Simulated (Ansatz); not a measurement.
Chalcopyrite ZnSnAs2, treated with PBEsol+SOC (Ansatz, a first-principles code, plane waves, PAW).

Run with plane-wave cutoff 520 eV, 8×8×8 k mesh, Fermi–Dirac smearing 0.01 eV, PAW data made under PBE.

Response to compression and expansion (c/a stays at 2.011):

Shape and atoms are relaxed at each volume.

```csv
V (Å³/atom),P (GPa),direct gap at Γ (eV)
24.004,2.74,0.014
24.504,1.29,0.009
25.004,0.00,0.009
25.504,-1.15,0.006
26.004,-2.19,0.002
```

Measured, for comparison: band gap 0.75 eV (temperature not stated, no zero-point or thermal correction, direct or pseudo-direct at Γ, our sources range from 0.65 to 0.75; as tabulated in Ghosh et al. (2024), arXiv:2401.16805).

Note: the bulk modulus comes from volumes at which shape and atoms were relaxed.
